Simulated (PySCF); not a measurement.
# How the numerical set-up moves the result for PO⁺

Aim: see how much the energy and properties of PO⁺ depend on the numerical set-up.

Program: PySCF 2.14.0. Level of theory: method and basis as typed in the scripts. These are calculated values, not measurements.

3 further runs of the same task are left out: 3 that didn't finish.

## 1. The system as given

PO⁺: 2 atoms, charge 1, spin multiplicity 1.

Bond lengths: P1–O2 1.589 Å.

## 2. The base run

input.py reads:

```python
from pyscf import gto, scf
from pyscf.hessian import thermo

mol = gto.M(
    atom='P 0 0 0; O 0 0 1.589',
    basis='cc-pvdz',
    charge=1,
    spin=0,
    symmetry=True,
    verbose=4,
)
mf = scf.RHF(mol)
mf = mf.density_fit(auxbasis='def2-universal-jkfit')
mf.kernel()
hess = mf.Hessian().kernel()
print('wavenumber (cm^-1) =', thermo.harmonic_analysis(mol, hess)['freq_wavenumber'].round(1))
mf.dip_moment()
print('orbital energies (hartree):', mf.mo_energy[..., max(0, mol.nelec[1]-3):mol.nelec[0]+3].round(4))
```

Run with:

```console
$ OMP_NUM_THREADS=1 python input.py
```

Its log is not repeated here.

It gives: E(SCF) = -415.225105 Eh, 10 cycles, wavenumbers 914 cm⁻¹.

The bond length is a typed value, not an optimised one, so the wavenumber is not that of the minimum. The dipole of an ion depends on the origin.

## 3. Crenbl (core potential on)

Run 1 changes basis set: cc-pvdz → crenbl; core potential: off → on. The core potential changes with it: totals don't compare.

input.py reads:

```python
from pyscf import gto, scf
from pyscf.hessian import thermo

mol = gto.M(
    atom='P 0 0 0; O 0 0 1.589',
    basis='crenbl',
    ecp={'P': 'crenbl', 'O': 'crenbl'},
    charge=1,
    spin=0,
    symmetry=True,
    verbose=4,
)
mf = scf.RHF(mol)
mf = mf.density_fit(auxbasis='def2-universal-jkfit')
mf.kernel()
hess = mf.Hessian().kernel()
print('wavenumber (cm^-1) =', thermo.harmonic_analysis(mol, hess)['freq_wavenumber'].round(1))
mf.dip_moment()
print('orbital energies (hartree):', mf.mo_energy[..., max(0, mol.nelec[1]-3):mol.nelec[0]+3].round(4))
```

Run with:

```console
$ OMP_NUM_THREADS=1 python input.py
```

## 4. Spin-free X2C on

Run 2 changes spin-free X2C: off → on.

input.py, as its differences from that of step 2:

```diff
@@ -12,2 +12,3 @@
 mf = scf.RHF(mol)
+mf = mf.sfx2c1e()
 mf = mf.density_fit(auxbasis='def2-universal-jkfit')
```

## 5. Ano-rcc-vdzp (X2C on)

Run 3 changes basis set: cc-pvdz → ano-rcc-vdzp; spin-free X2C: off → on.

input.py, as its differences from that of step 2:

```diff
@@ -5,3 +5,3 @@
     atom='P 0 0 0; O 0 0 1.589',
-    basis='cc-pvdz',
+    basis='ano-rcc-vdzp',
     charge=1,
@@ -12,2 +12,3 @@
 mf = scf.RHF(mol)
+mf = mf.sfx2c1e()
 mf = mf.density_fit(auxbasis='def2-universal-jkfit')
```

## 6. 6-31+g*

Run 4 changes basis set: cc-pvdz → 6-31+g*.

input.py, as its differences from that of step 2:

```diff
@@ -5,3 +5,3 @@
     atom='P 0 0 0; O 0 0 1.589',
-    basis='cc-pvdz',
+    basis='6-31+g*',
     charge=1,
```

What does the calculation give? Wanted: for each run, E(SCF); from base; gap; after the SCF.

As calculated:

```csv
run,E(SCF) (hartree),from base (eV),cycles,gap (eV),functions,after the SCF
base,-415.225105,0,10,13.79,32,highest mode 914 cm⁻¹
crenbl (core potential on),-21.637521,not comparable,10,13.59,32,highest mode 962 cm⁻¹
spin-free X2C on,-416.003528,-21.1820,10,13.79,32,highest mode 911 cm⁻¹
ano-rcc-vdzp (X2C on),-416.128690,not comparable,10,13.72,32,highest mode 898 cm⁻¹
6-31+g*,-415.204218,+0.5684,8,13.70,40,highest mode 877 cm⁻¹
```

Of the runs whose energies can be compared, “spin-free X2C on” moves the SCF energy most (-21.182 eV). Scalar relativity lowers the total energy by 21.18 eV, nearly all of it in the inner shells; a basis contracted without relativity catches only part of it. 6-31+g* (40 functions) gives an energy 0.57 eV higher than cc-pvdz (32); size alone doesn't order basis sets of different families.
